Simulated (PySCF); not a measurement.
Gas-phase reaction: B + C4H8 (isobutene) = BH2 + C4H6 (butadiene)

Method: PySCF energies (xtb for GFN2) plus ideal-gas RRHO corrections (1 bar). 'Table' is the NASA 1993 thermochemical table (part measured, part estimated). After a fit of one offset per element over all species, the range-separated, M06-2X, PBE0/def2-QZVP and CCSD(T)/def2-TZVPP enthalpies, where run, lie to one side of the table for BH2 (+121 kJ/mol): a fault of the table's entry, another state or a shared error of the levels is possible; this was not checked at source. S°(298 K) at PBE0/def2-TZVP differs from the NASA 1993 table for BH2 (+14 J/mol/K); whether the harmonic model or the table's entry is off was not settled. † marks an energy on the PBE0/def2-TZVP geometry and frequencies; other levels use their own. MP2 freezes the core. 6-31G* has spherical d functions here. Open shells (unrestricted): B (multiplicity 2, electronic degeneracy 6), BH2 (multiplicity 2); the rest are closed-shell singlets. GFN2 has no spin-polarisation term. Spin-orbit splitting is ignored; it lowers the true energy and changes the entropy of B. B3LYP is the form with VWN-RPA correlation. For this reaction the table lies outside the span of B3LYP, M06-2X, MP2, PBE0, r2SCAN, ωB97M-V, ωB97X-V in their largest bases here; which side is off was not settled. MP2 isn't extrapolated to the basis-set limit; its ΔH°(298 K) is -127.3 kJ in def2-SVP and -127.6 kJ in def2-TZVPP. The harmonic model lacks anharmonicity and excited electronic states, which grow with temperature; levels with a mode under 35 cm⁻¹ are left out. Internal rotation in C4H8 (isobutene), C4H6 (butadiene) is treated as a harmonic vibration of one conformer, which makes the entropy rough. The table's entry may be an old estimate for BH2 (not checked at source).

```csv
level,"ΔH°(298 K), kJ",minus table,"ΔG°(2000 K), kJ"
table,-232.1,-,-275.3
B3LYP/6-31G*,-138.1,94.0,-190.6
GFN2-xTB,-327.9,-95.8,-373.0
HF/def2-TZVP†,-120.1,112.0,-170.8
MP2/def2-TZVPP†,-127.6,104.5,-178.3
PBE/def2-SVP,-146.8,85.3,-196.8
PBE0/def2-QZVP†,-135.6,96.5,-186.3
PBE0/def2-TZVP,-135.5,96.6,-186.3
r2SCAN/def2-TZVP†,-148.4,83.7,-199.1
ωB97M-V/def2-TZVP†,-119.5,112.6,-170.3
```
